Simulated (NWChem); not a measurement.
## An input for BN2H5 (SMILES NBN)

BN2H5: 8 atoms, total charge 0, spin state singlet. SMILES: `NBN`. The coordinates come from a PBE0-D4/def2-TZVP relaxation.

| atom | x (Å) | y (Å) | z (Å) |
| --- | --- | --- | --- |
| N | -0.9710 | 0.5165 | -0.5811 |
| B | 0.1942 | 0.3866 | 0.2005 |
| N | 0.8482 | -0.8452 | 0.4014 |
| H | -1.4268 | -0.2445 | -1.0534 |
| H | -1.4239 | 1.4009 | -0.7137 |
| H | 0.6497 | 1.3686 | 0.7180 |
| H | 1.6767 | -0.9198 | 0.9609 |
| H | 0.5450 | -1.7203 | 0.0116 |

Settings wanted:

```
task                      : gradient
method                    : DFT
functional                : CAM-B3LYP
dispersion                : none
basis set                 : 6-311+G**
reference                 : RKS
relativity                : none
integration grid          : fine
SCF convergence threshold : 1e-08
iteration cap             : 100
symmetry                  : none
module                    : dft
d and f functions         : spherical
```

Question: Give an NWChem 7.3.0 job that does this.

Answer: One that was run (others would do as well):

run.py:
```python
from ase import Atoms
from ase.calculators.nwchem import NWChem

atoms = Atoms(['N', 'B', 'N', 'H', 'H', 'H', 'H', 'H'], positions=[
    [-0.971000, 0.516500, -0.581100],
    [0.194200, 0.386600, 0.200500],
    [0.848200, -0.845200, 0.401400],
    [-1.426800, -0.244500, -1.053400],
    [-1.423900, 1.400900, -0.713700],
    [0.649700, 1.368600, 0.718000],
    [1.676700, -0.919800, 0.960900],
    [0.545000, -1.720300, 0.011600],
])

calc = NWChem(
    label='geom',
    theory='dft',
    memory='2200 mb',
    basis='6-311+G**',
    basispar='spherical bse',
    dft={'xc': 'xcamb88 1.00 lyp 0.81 vwn_5 0.19 hfexch 1.00', 'cam': '0.33 cam_alpha 0.19 cam_beta 0.46', 'mult': '1', 'grid': 'fine', 'convergence': 'energy 1e-08', 'direct': None, 'iterations': '100', 'mulliken': None, 'print': 'low'},
)
atoms.calc = calc

forces = atoms.get_forces()
e = atoms.get_potential_energy()
print(f"E = {e:.6f} eV")
print("forces (eV/A):")
for s, f in zip(atoms.symbols, forces):
    print(f"{s:2s} {f[0]:10.5f} {f[1]:10.5f} {f[2]:10.5f}")
```

```bash
$ export ASE_NWCHEM_COMMAND="nwchem PREFIX.nwi > PREFIX.nwo"
$ python run.py
```

Calculated total energy: -137.42602 Eh, largest force 0.219 eV/Å.
